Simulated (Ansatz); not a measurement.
# hcp Cd

Calculation: PBE in Ansatz (plane waves, PAW).

Numerical settings: plane-wave cutoff 520 eV, 16×16×10 k mesh (along the axes of the cell as run), Fermi–Dirac smearing 0.1 eV, perturbation theory, force constants from a 4×4×2 q mesh, scalar-relativistic PAW data made under PBE.

Cell: relaxed at this level.

| Property | Result |
|---|---|
| zero-point energy | 0.013 eV/atom |

Cost on a shared machine: roughly 28 core-minutes.

Ansatz is a program for electronic structure.
